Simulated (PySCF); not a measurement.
## Aluminium: a sound run and one with changed settings

Sound run: Al [Ne] 3s2 3p1, Al⁺ [Ne] 3s2. All numbers are calculated (PySCF 2.14, the spin-free X2C one-electron Hamiltonian (Gaussian nucleus), in aug-cc-pVDZ-DK (5s4p2d, 27 functions)). In the sound run the correlated levels freeze [Ne]. The sound run starts from symmetry-adapted Hartree-Fock orbitals and uses a fine grid where one is needed.

Changed run: the non-relativistic Hamiltonian (point nucleus). This setting is unsound on purpose.

```tsv
species	method	sound run (hartree)	changed run (hartree)	converged
Al	UHF	-242.30908	-241.79354	yes
Al	TPSS	-242.81505	-242.29985	yes
Al	PBE0	-242.68599	-242.17068	yes
Al	MP2	-242.34006	-241.82452	yes
Al	CCSD(T)	-242.35753	-241.84204	yes
Al⁺	UHF	-242.10380	-241.58794	yes
Al⁺	TPSS	-242.58935	-242.07377	yes
Al⁺	PBE0	-242.46221	-241.94656	yes
Al⁺	MP2	-242.12896	-241.61311	yes
Al⁺	CCSD(T)	-242.14233	-241.62653	yes
```

Ionisation energy of Al:

```tsv
method	sound run (eV)	changed run (eV)
UHF	5.586	5.595
TPSS	6.141	6.152
PBE0	6.089	6.099
MP2	5.744	5.753
SCS-MP2	5.723	5.732
CCSD	5.835	5.843
CCSD(T)	5.856	5.864
```

Most of the change in total energy is the relativistic energy itself. On top of that the contraction fixes the core shape for the Hamiltonian it was made with, so the changed run is not a good calculation with the other Hamiltonian either.

For comparison, NIST gives 5.986 eV between the lowest levels.
